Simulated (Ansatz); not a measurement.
Si$_{2}$H$_{4}$S (SMILES [SiH3][SiH]=S), closed shell: a relaxation.

The input file, in.yaml:

```yaml
crystal:
  periodic: [false, false, false]
  atoms:
    - {symbol: Si, position_ang: [-0.833683, 0.599928, -0.363315]}
    - {symbol: Si, position_ang: [0.924004, -0.717704, 0.508580]}
    - {symbol: S, position_ang: [2.113541, -0.291160, 2.043256]}
    - {symbol: H, position_ang: [-1.790198, -0.239644, -1.057391]}
    - {symbol: H, position_ang: [-0.503324, 1.681869, -1.229832]}
    - {symbol: H, position_ang: [-1.707103, 1.153412, 0.788309]}
    - {symbol: H, position_ang: [1.292946, -1.669707, -0.659334]}
basis:
  gaussian: {orbitals: def2-mTZVP}
hamiltonian: {xc: {name: wB97X-V}}
relax: {f_tol: 0.002, max_steps: 5, max_displacement: 0.5}
```

Command:

```bash
ansatz run in.yaml --threads 2 --pin off --events-out ev --progress --plain --max-ram 3481MiB
```

What Ansatz 0.2.0 printed:

```
Functional definition: wB97X-V
  name "wB97X-V"
  cite "Mardirossian & Head-Gordon, Phys. Chem. Chem. Phys. 16, 9904 (2014) doi:10.1039/C3CP54374A"
  cite "Becke, J. Chem. Phys. 107, 8554 (1997) doi:10.1063/1.475007"
  cite "Vydrov & Van Voorhis, J. Chem. Phys. 133, 244103 (2010) doi:10.1063/1.3521275"
  parameter omega = 0.3/bohr
  parameter cx = 0.167
  parameter cx1 = 0.603
  parameter cx2 = 1.194
  parameter css0 = 0.556
  parameter css1 = -0.257
  parameter cos0 = 1.219
  parameter cos1 = -1.850
  parameter b = 6.0
  parameter c = 0.01
  exchange = spin_sum(e_x_unif_sr(omega)*poly(b97_u_x, 1 - cx, cx1, cx2)) + cx*exact_x_sr(omega) + exact_x_lr(omega)
  correlation = spin_sum(e_c_pw_same_spin*poly(b97_u_same, css0, css1))
      + integral(e_c_pw_opposite_spin*poly(b97_u_opposite, cos0, cos1)) + vv10(b, c)
779 factors; integrals over basis functions are off by at most 6.0e-4 eV
263 factors; integrals over basis functions are off by at most 1.7e-6 eV
mean field evaluation 1: about -26649.6005 eV, gradient 2.1e1 eV
mean field evaluation 2: about -26649.7023 eV, gradient 2.3e1 eV
mean field evaluation 4: about -26651.1836 eV, gradient 3.1e-1 eV
mean field evaluation 8: about -26651.1906 eV, gradient 1.4e-2 eV
mean field -26651.19060474 eV, -979.4131898984 hartree, gradient 8.5e-5 eV, S^2 0.000000; 0 other end points of the search recorded, 0 dependent functions left out
the calculation of the forces begins
reference -26651.19060266 eV, -979.4131898220 hartree; 24, 24 occupied and 54, 54 virtual orbitals, 779 factors
relax step   1: F+E_penalty+E_count = -26651.19060474 eV  Δ(F+E_penalty+E_count) = +0.000e0 eV  max|allowed force component| = 2.295e0 eV/Å  Δτ_max = 0.0000 Å  (26 SCF iters, accepted)
these checks for a lower state are left out or cut short: starts, cluster_reference, orbital_swaps, neighbouring_geometries, increment
779 factors; integrals over basis functions are off by at most 5.9e-4 eV
263 factors; integrals over basis functions are off by at most 1.6e-6 eV
mean field evaluation 16: about -26650.9957 eV, gradient 9.0e0 eV
mean field -26651.38450312 eV, -979.4203155326 hartree, gradient 2.5e-5 eV, S^2 0.000000; 0 other end points of the search recorded, 0 dependent functions left out
the calculation of the forces begins
reference -26651.38450106 eV, -979.4203154565 hartree; 24, 24 occupied and 54, 54 virtual orbitals, 779 factors
relax step   2: F+E_penalty+E_count = -26651.38450312 eV  Δ(F+E_penalty+E_count) = -1.939e-1 eV  max|allowed force component| = 9.104e-1 eV/Å  Δτ_max = 0.2477 Å  (31 SCF iters, accepted)
these checks for a lower state are left out or cut short: starts, cluster_reference, orbital_swaps, neighbouring_geometries, increment
779 factors; integrals over basis functions are off by at most 5.8e-4 eV
263 factors; integrals over basis functions are off by at most 1.8e-6 eV
mean field -26651.53330261 eV, -979.4257838127 hartree, gradient 6.6e-5 eV, S^2 0.000000; 0 other end points of the search recorded, 0 dependent functions left out
the calculation of the forces begins
reference -26651.53330054 eV, -979.4257837367 hartree; 24, 24 occupied and 54, 54 virtual orbitals, 779 factors
relax step   3: F+E_penalty+E_count = -26651.53330261 eV  Δ(F+E_penalty+E_count) = -1.488e-1 eV  max|allowed force component| = 1.975e-1 eV/Å  Δτ_max = 0.1111 Å  (28 SCF iters, accepted)
these checks for a lower state are left out or cut short: starts, cluster_reference, orbital_swaps, neighbouring_geometries, increment
779 factors; integrals over basis functions are off by at most 5.9e-4 eV
263 factors; integrals over basis functions are off by at most 1.8e-6 eV
mean field evaluation 32: about -26651.5387 eV, gradient 4.6e-5 eV
mean field -26651.53872682 eV, -979.4259831489 hartree, gradient 4.6e-5 eV, S^2 0.000000; 0 other end points of the search recorded, 0 dependent functions left out
the calculation of the forces begins
reference -26651.53872476 eV, -979.4259830730 hartree; 24, 24 occupied and 54, 54 virtual orbitals, 779 factors
relax step   4: F+E_penalty+E_count = -26651.53872682 eV  Δ(F+E_penalty+E_count) = -5.424e-3 eV  max|allowed force component| = 6.145e-2 eV/Å  Δτ_max = 0.0462 Å  (29 SCF iters, accepted)
these checks for a lower state are left out or cut short: starts, cluster_reference, orbital_swaps, neighbouring_geometries, increment
779 factors; integrals over basis functions are off by at most 5.9e-4 eV
263 factors; integrals over basis functions are off by at most 1.8e-6 eV
mean field -26651.53977036 eV, -979.4260214983 hartree, gradient 5.7e-5 eV, S^2 0.000000; 0 other end points of the search recorded, 0 dependent functions left out
the calculation of the forces begins
reference -26651.53976830 eV, -979.4260214225 hartree; 24, 24 occupied and 54, 54 virtual orbitals, 779 factors
relax step   5: F+E_penalty+E_count = -26651.53977036 eV  Δ(F+E_penalty+E_count) = -1.044e-3 eV  max|allowed force component| = 1.936e-2 eV/Å  Δτ_max = 0.0257 Å  (27 SCF iters, accepted)
Error: geometry relaxation did not converge after 5 steps: max|allowed force component| = 1.94e-2 eV/Å (threshold 2.0e-3). Raise `relax.max_steps` over both its present limit and 5, loosen `relax.f_tol`, or start from a geometry closer to equilibrium. Where this run's directory can be resumed (`checkpoint.write`), a resume goes on for up to `relax.max_steps` more
```

The lines “mean field evaluation” count trial sets of orbitals through the whole run, from several starts and some on an approximate energy, so they need not fall steadily or lie above the final value.

Hardware: 2 CPU threads of an Arm Neoverse V2, shared host. Wall time about 18 s.


The run did not converge within its limit.